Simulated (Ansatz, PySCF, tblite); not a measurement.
## Zinc-blende BP, lattice constant a

Reference value: 4.525 Å (measured, static lattice: zero-point anharmonic expansion removed; as tabulated in Mejia-Rodriguez and Trickey (2018), arXiv:1807.09216).

Q: What do GFN2-xTB, PBE, PBE-D4, r²SCAN-D4, B3LYP (VWN-RPA form), Hartree–Fock, MP2 give, and how far is each from the reference?

A: 
```tsv
level (code)	value (Å)	error (%)
GFN2-xTB (tblite)	4.566	+0.91
PBE (Ansatz)	4.548	+0.51
PBE-D4 (Ansatz)	4.504	-0.46
r²SCAN-D4 (Ansatz)	4.521	-0.09
B3LYP (VWN-RPA form) (Ansatz)	4.561	+0.80
Hartree–Fock (Ansatz)	4.584	+1.30
MP2 (PySCF)	4.499 ± 0.02	-0.57
```

Of the ranked levels r²SCAN-D4 (-0.09 %) comes nearest. Farthest off among them: Hartree–Fock (+1.30 %). Within 2 %: GFN2-xTB, PBE, PBE-D4, r²SCAN-D4, B3LYP (VWN-RPA form), Hartree–Fock, MP2.

A ± on a computed value is a rough bar: the spread of its extrapolation, a floor set from checks against published values, or a statistical error. GFN2-xTB: the method was fitted mainly to molecules. GFN2-xTB: the run uses a supercell at the zone centre in place of a k mesh. Cutoffs and k meshes differ between the levels. Ansatz's density-functional and Hartree–Fock values are scalar-relativistic unless marked +SOC, with PAW data made under PBE.

Differences are worked out from the printed values.

Ansatz is a first-principles code.
